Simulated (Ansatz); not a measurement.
**Trichlorosilane (SiHCl₃): up Jacob's ladder to CCSD(T)**

How much do the methods differ for trichlorosilane (SiHCl₃)? The plan is to run it at one geometry with functionals of several rungs and with coupled cluster. The yardstick is the atomisation energy at the CCSD(T) limit.

Computed with Ansatz 0.2.0, Gaussian basis. Level: functionals in def2-TZVPP, the program's frozen cores in correlated methods.

Levels to be run: LDA (SPW92), PBE-D4, revPBE-D4, BLYP-D4, r2SCAN-D4, B97M-V, PBE0-D4, B3LYP-D4, r2SCANh-D4, r2SCAN0-D4, HSE06-D4, BHLYP-D4, CAM-B3LYP-D4, LC-ωPBE, ωB97X-V, ωB97M-V, B2PLYP, PBE-QIDH; CCSD(T)/def2-SVP; CCSD(T)/def2-TZVPP; CCSD(T)/def2-QZVPP; extrapolation to the limit; RPA on PBE.

### Step 1. The relaxed structure

All runs share one geometry, relaxed beforehand with PBE0-D4 in a triple-zeta def2 set.

SMILES `Cl[SiH](Cl)Cl`, 5 atoms, charge 0, spin multiplicity 1.

Atoms are counted from 1 here; the program's logs count them from 0.

Bond lengths: Cl1–Si2 2.030 Å, Si2–Cl3 2.030 Å, Si2–Cl4 2.030 Å, Si2–H5 1.469 Å. Angles: Cl1–Si2–Cl3 109.5°, Cl1–Si2–Cl4 109.5°, Cl1–Si2–H5 109.4°, Cl3–Si2–Cl4 109.5°, Cl3–Si2–H5 109.4°, Cl4–Si2–H5 109.4°.

### Step 2. LDA

This LDA is Slater exchange with PW92 correlation.

in.yaml reads:

```yaml
crystal:
  periodic: [false, false, false]
  atoms:
    - {symbol: Cl, position_ang: [1.690927, -0.571428, 0.891884]}
    - {symbol: Si, position_ang: [-0.081299, -0.012690, 0.075438]}
    - {symbol: Cl, position_ang: [0.017704, 1.933698, -0.491290]}
    - {symbol: Cl, position_ang: [-0.476020, -1.170517, -1.544185]}
    - {symbol: H, position_ang: [-1.151313, -0.179062, 1.068153]}
basis:
  gaussian: {orbitals: def2-TZVPP}
hamiltonian: {xc: lda}
output: {orbitals: {seedname: orbitals}}
```

Command:

```bash
$ ansatz run in.yaml --threads 2 --pin off --events-out ev --progress --plain --max-ram 32768MiB --backend cpu
```

After this run come: PBE-D4 (GGA); revPBE-D4 (GGA); BLYP-D4 (GGA); r2SCAN-D4 (meta-GGA); B97M-V (meta-GGA); PBE0-D4 (hybrid); B3LYP-D4 (hybrid); r2SCANh-D4 (hybrid); r2SCAN0-D4 (hybrid); HSE06-D4 (hybrid); BHLYP-D4 (hybrid); CAM-B3LYP-D4 (range-separated); LC-ωPBE (range-separated); ωB97X-V (range-separated); ωB97M-V (range-separated); B2PLYP (double hybrid); PBE-QIDH (double hybrid); CCSD(T) in def2-SVP; CCSD(T) in def2-TZVPP; CCSD(T) in def2-QZVPP; RPA on PBE orbitals.

**Question.** What will the summary of the whole plan be? Wanted: atomisation energy, CCSD(T)/CBS; farthest beyond LDA; mean size of error, GGA; mean size of error, meta-GGA; mean size of error, hybrid; mean size of error, range-separated; mean size of error, double hybrid; gap, smallest and largest; T1 diagnostic.

**Answer**, as computed:

| quantity | value |
| --- | --- |
| atomisation energy, CCSD(T)/CBS | 1567.7 kJ/mol |
| functionals within 7.8 kJ/mol (0.5 %) | PBE-D4, r2SCAN-D4, r2SCANh-D4, ωB97X-V, ωB97M-V |
| farthest beyond LDA | BHLYP-D4 (-70.5 kJ/mol) |
| mean size of error, GGA | 32.7 kJ/mol |
| mean size of error, meta-GGA | 11.4 kJ/mol |
| mean size of error, hybrid | 28.4 kJ/mol |
| mean size of error, range-separated | 21.7 kJ/mol |
| mean size of error, double hybrid | 31.7 kJ/mol |
| gap, smallest and largest | 6.77 eV (LDA (SPW92)), 14.55 eV (LC-ωPBE) |
| T1 diagnostic | 0.0086 |
| triples share of the correlation energy | 4.1 % |

In words: LDA overbinds by 194.1 kJ/mol (12 %). PBE-D4 is off by -0.6 kJ/mol. Double hybrids carry the basis error of their MP2 part in triple zeta, and no dispersion term here, so their miss is partly the set-up's. Taken by rung, meta-GGA functionals do best (11.4 kJ/mol on average) and GGA ones worst beyond LDA (32.7 kJ/mol). Misses under about 7.8 kJ/mol are within the doubt on the reference itself, which lacks core-valence correlation, relativity and higher excitations. Hartree-Fock recovers 75 % of the binding; the rest is correlation. CCSD(T) in def2-SVP is off by -171.6 kJ/mol, which most functionals beat. Orbital gaps span 6.8 to 14.5 eV; exact exchange widens them.
